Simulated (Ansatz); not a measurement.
Ansatz (a quantum-chemistry and plane-wave program) input (B3LYP-D3(BJ)/def2-TZVP):

Ansatz 0.2 input:
```yaml
crystal:
  periodic: [false, false, false]
  atoms:
    - {symbol: N, position_ang: [0.00224146, -0.00382052, 0.11155442]}
    - {symbol: H, position_ang: [-0.00202883, 0.95117179, -0.22808750]}
    - {symbol: H, position_ang: [0.80949996, -0.46442426, -0.29287493]}
    - {symbol: H, position_ang: [-0.82316134, -0.46000387, -0.25991854]}
basis:
  gaussian:
    orbitals: def2-TZVP
hamiltonian:
  xc: b3lyp
  dispersion: d3bj
phonons: {temperatures: {t_min: 298.15, t_max: 298.15, t_step: 100}}
```

Output:

```
Functional definition: B3LYP
integrals: 0.00 GiB planned
287 factors; their error is unknown
mean field: 0.08 GiB planned
mean field evaluation 1: about -1533.3656 eV, gradient 5.9e1 eV
mean field evaluation 2: about -1525.4398 eV, gradient 8.1e1 eV
mean field evaluation 4: about -1539.7781 eV, gradient 1.9e-1 eV
mean field evaluation 8: about -1539.7746 eV, gradient 2.4e-1 eV
mean field -1539.77469392 eV, -56.5856763049 hartree, gradient 2.2e-5 eV, S^2 0.000000; 0 other end points of the search recorded, 0 dependent functions left out
the calculation of the forces begins
reference -1539.77483858 eV, -56.5856816210 hartree; 5, 5 occupied and 44, 44 virtual orbitals, 287 factors
these checks for a lower state are left out or cut short: stability, starts, cluster_reference, orbital_swaps, neighbouring_geometries, increment
integrals: 0.00 GiB planned
287 factors; their error is unknown
mean field: 0.08 GiB planned
mean field evaluation 16: about -1539.7778 eV, gradient 2.9e-1 eV
mean field -1539.77449969 eV, -56.5856691669 hartree, gradient 1.4e-6 eV, S^2 0.000000; 0 other end points of the search recorded, 0 dependent functions left out
the calculation of the forces begins
reference -1539.77464432 eV, -56.5856744822 hartree; 5, 5 occupied and 44, 44 virtual orbitals, 287 factors
these checks for a lower state are left out or cut short: stability, starts, cluster_reference, orbital_swaps, neighbouring_geometries, increment
integrals: 0.00 GiB planned
287 factors; their error is unknown
mean field: 0.08 GiB planned
mean field -1539.77449843 eV, -56.5856691206 hartree, gradient 1.4e-6 eV, S^2 0.000000; 0 other end points of the search recorded, 0 dependent functions left out
the calculation of the forces begins
reference -1539.77464310 eV, -56.5856744372 hartree; 5, 5 occupied and 44, 44 virtual orbitals, 287 factors
these checks for a lower state are left out or cut short: stability, starts, cluster_reference, orbital_swaps, neighbouring_geometries, increment
integrals: 0.00 GiB planned
287 factors; their error is unknown
mean field: 0.08 GiB planned
mean field evaluation 32: about -1539.7780 eV, gradient 2.7e-1 eV
mean field -1539.77456545 eV, -56.5856715836 hartree, gradient 1.4e-6 eV, S^2 0.000000; 0 other end points of the search recorded, 0 dependent functions left out
the calculation of the forces begins
reference -1539.77470996 eV, -56.5856768942 hartree; 5, 5 occupied and 44, 44 virtual orbitals, 287 factors
these checks for a lower state are left out or cut short: stability, starts, cluster_reference, orbital_swaps, neighbouring_geometries, increment
integrals: 0.00 GiB planned
287 factors; their error is unknown
mean field: 0.08 GiB planned
mean field -1539.77456556 eV, -56.5856715877 hartree, gradient 1.4e-6 eV, S^2 0.000000; 0 other end points of the search recorded, 0 dependent functions left out
the calculation of the forces begins
reference -1539.77471036 eV, -56.5856769090 hartree; 5, 5 occupied and 44, 44 virtual orbitals, 287 factors
these checks for a lower state are left out or cut short: stability, starts, cluster_reference, orbital_swaps, neighbouring_geometries, increment
integrals: 0.00 GiB planned
287 factors; their error is unknown
mean field: 0.08 GiB planned
mean field -1539.77467602 eV, -56.5856756469 hartree, gradient 1.4e-6 eV, S^2 0.000000; 0 other end points of the search recorded, 0 dependent functions left out
the calculation of the forces begins
reference -1539.77482069 eV, -56.5856809636 hartree; 5, 5 occupied and 44, 44 virtual orbitals, 287 factors
these checks for a lower state are left out or cut short: stability, starts, cluster_reference, orbital_swaps, neighbouring_geometries, increment
integrals: 0.00 GiB planned
287 factors; their error is unknown
mean field: 0.08 GiB planned
mean field -1539.77467604 eV, -56.5856756477 hartree, gradient 1.4e-6 eV, S^2 0.000000; 0 other end points of the search recorded, 0 dependent functions left out
the calculation of the forces begins
reference -1539.77482068 eV, -56.5856809630 hartree; 5, 5 occupied and 44, 44 virtual orbitals, 287 factors
these checks for a lower state are left out or cut short: stability, starts, cluster_reference, orbital_swaps, neighbouring_geometries, increment
integrals: 0.00 GiB planned
287 factors; their error is unknown
mean field: 0.08 GiB planned
mean field evaluation 64: about -1539.7746 eV, gradient 2.7e-3 eV
mean field -1539.77457001 eV, -56.5856717512 hartree, gradient 1.4e-6 eV, S^2 0.000000; 0 other end points of the search recorded, 0 dependent functions left out
the calculation of the forces begins
reference -1539.77471464 eV, -56.5856770664 hartree; 5, 5 occupied and 44, 44 virtual orbitals, 287 factors
these checks for a lower state are left out or cut short: stability, starts, cluster_reference, orbital_swaps, neighbouring_geometries, increment
integrals: 0.00 GiB planned
287 factors; their error is unknown
mean field: 0.08 GiB planned
mean field -1539.77456836 eV, -56.5856716905 hartree, gradient 1.4e-6 eV, S^2 0.000000; 0 other end points of the search recorded, 0 dependent functions left out
the calculation of the forces begins
reference -1539.77471304 eV, -56.5856770073 hartree; 5, 5 occupied and 44, 44 virtual orbitals, 287 factors
these checks for a lower state are left out or cut short: stability, starts, cluster_reference, orbital_swaps, neighbouring_geometries, increment
integrals: 0.00 GiB planned
287 factors; their error is unknown
mean field: 0.08 GiB planned
mean field -1539.77467650 eV, -56.5856756647 hartree, gradient 1.4e-6 eV, S^2 0.000000; 0 other end points of the search recorded, 0 dependent functions left out
the calculation of the forces begins
reference -1539.77482122 eV, -56.5856809831 hartree; 5, 5 occupied and 44, 44 virtual orbitals, 287 factors
these checks for a lower state are left out or cut short: stability, starts, cluster_reference, orbital_swaps, neighbouring_geometries, increment
integrals: 0.00 GiB planned
287 factors; their error is unknown
mean field: 0.08 GiB planned
mean field -1539.77467595 eV, -56.5856756443 hartree, gradient 1.4e-6 eV, S^2 0.000000; 0 other end points of the search recorded, 0 dependent functions left out
the calculation of the forces begins
reference -1539.77482054 eV, -56.5856809579 hartree; 5, 5 occupied and 44, 44 virtual orbitals, 287 factors
these checks for a lower state are left out or cut short: stability, starts, cluster_reference, orbital_swaps, neighbouring_geometries, increment
integrals: 0.00 GiB planned
287 factors; their error is unknown
mean field: 0.08 GiB planned
mean field -1539.77457105 eV, -56.5856717893 hartree, gradient 1.4e-6 eV, S^2 0.000000; 0 other end points of the search recorded, 0 dependent functions left out
the calculation of the forces begins
reference -1539.77471571 eV, -56.5856771056 hartree; 5, 5 occupied and 44, 44 virtual orbitals, 287 factors
these checks for a lower state are left out or cut short: stability, starts, cluster_reference, orbital_swaps, neighbouring_geometries, increment
integrals: 0.00 GiB planned
287 factors; their error is unknown
mean field: 0.08 GiB planned
mean field evaluation 96: about -1539.7780 eV, gradient 2.5e-1 eV
mean field -1539.77457262 eV, -56.5856718470 hartree, gradient 1.4e-6 eV, S^2 0.000000; 0 other end points of the search recorded, 0 dependent functions left out
the calculation of the forces begins
reference -1539.77471727 eV, -56.5856771628 hartree; 5, 5 occupied and 44, 44 virtual orbitals, 287 factors
these checks for a lower state are left out or cut short: stability, starts, cluster_reference, orbital_swaps, neighbouring_geometries, increment
integrals: 0.00 GiB planned
287 factors; their error is unknown
mean field: 0.08 GiB planned
mean field -1539.77467500 eV, -56.5856756094 hartree, gradient 1.4e-6 eV, S^2 0.000000; 0 other end points of the search recorded, 0 dependent functions left out
the calculation of the forces begins
reference -1539.77481971 eV, -56.5856809273 hartree; 5, 5 occupied and 44, 44 virtual orbitals, 287 factors
these checks for a lower state are left out or cut short: stability, starts, cluster_reference, orbital_swaps, neighbouring_geometries, increment
integrals: 0.00 GiB planned
287 factors; their error is unknown
mean field: 0.08 GiB planned
mean field -1539.77467461 eV, -56.5856755950 hartree, gradient 1.4e-6 eV, S^2 0.000000; 0 other end points of the search recorded, 0 dependent functions left out
the calculation of the forces begins
reference -1539.77481921 eV, -56.5856809091 hartree; 5, 5 occupied and 44, 44 virtual orbitals, 287 factors
Total energy: -1539.80801499 eV, -56.5869008316 hartree
Atom 0 at     0.002241    -0.003821     0.111554 Å, force     0.000001     0.000007    -0.000151 eV/Å
Atom 1 at    -0.002029     0.951172    -0.228087 Å, force    -0.000006    -0.000197     0.000044 eV/Å
Atom 2 at     0.809500    -0.464424    -0.292875 Å, force    -0.000171     0.000091     0.000058 eV/Å
Atom 3 at    -0.823161    -0.460004    -0.259919 Å, force     0.000176     0.000099     0.000049 eV/Å
Dipole moment:    -0.006997     0.011925    -0.348195 e Å
Vibrations: 1025.41 1670.96 1670.96 3464.05 3584.47 3584.47 cm⁻¹, zero-point energy 0.929901 eV
```
